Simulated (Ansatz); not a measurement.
# Worked example: vertical energy of the triplet above the singlet of C2F4 (tetrafluoroethylene)

C2F4 has 6 atoms, charge 0, and is taken as a singlet. As SMILES, `FC(F)=C(F)F`. The shape is that of a PBE0-D4/def2-TZVP optimisation.

Both states at this one shape; open shells run unrestricted unless said. 1 Eh = 27.2114 eV.

| level | program | singlet C2F4 (Eh) | triplet C2F4 (Eh) |
| --- | --- | --- | --- |
| HF/d-aug-cc-pVDZ | Ansatz | -473.482050 | -473.328881 |
| r2SCAN0/6-31G* (spherical functions) | Ansatz | -475.233815 | -475.067640 |
| wB97M-V/6-31G* (spherical functions) | Ansatz | -475.388146 | -475.205446 |
| CCSD/6-31G* (spherical functions), 6 core orbitals frozen | Ansatz | -474.340193 | -474.156727 |

Q: Work out the vertical gap, second state less first, at each level.

A: 
1. HF/d-aug-cc-pVDZ: -473.328881 − (-473.482050) = 0.153169 Eh = 4.17 eV.
2. r2SCAN0/6-31G* (spherical functions): -475.067640 − (-475.233815) = 0.166175 Eh = 4.52 eV.
3. wB97M-V/6-31G* (spherical functions): -475.205446 − (-475.388146) = 0.182700 Eh = 4.97 eV.
4. CCSD/6-31G* (spherical functions): -474.156727 − (-474.340193) = 0.183466 Eh = 4.99 eV.

No measured value is set beside it here; the levels span 4.17 to 4.99 eV. Hartree–Fock favours the state with fewer electron pairs, since it lacks pair correlation.
